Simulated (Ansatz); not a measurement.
Reaction (isomerisation): `C[C@@]1(Cl)C[C@H]1F` → `C/C(Cl)=C/CF`

Gas-phase electronic energies from Ansatz, PBE0-D4/def2-TZVP geometries. CCSD(T)/CBS is the MP2 limit (def2-TZVPP, def2-QZVPP) plus CCSD(T) − MP2 in def2-TZVPP, frozen cores. Functionals use def2-TZVPP. Each species was taken in one conformer, which may not be the lowest.

Task: Is it downhill or uphill in electronic energy at CCSD(T)/CBS, and by how much? (Best estimate.)

Result: Ansatz gave: Downhill: ΔE = -39.5 kJ/mol.

Task: What do these levels give: PBE-D4, ωB97X-V, MP2/def2-TZVPP, CCSD/def2-TZVPP, CCSD(T)/def2-TZVPP, CCSD/CBS(def2)? (Best estimate.)

Result: The calculation gave: PBE-D4 -34.6, ωB97X-V -23.1, MP2/def2-TZVPP -31.1, CCSD/def2-TZVPP -37.1, CCSD(T)/def2-TZVPP -38.4, CCSD/CBS(def2) -38.2 kJ/mol.

Largest T1 diagnostic among the species: 0.010.

From PBE to PBE0 (25 % exact exchange), in def2-TZVPP and without D4, ΔE moves by +7.9 kJ/mol. In def2-TZVPP, CCSD(T) changes the Hartree–Fock value by +9.2 kJ/mol (the triples alone add −1.3 kJ/mol) and MP2 by +16.5 kJ/mol.
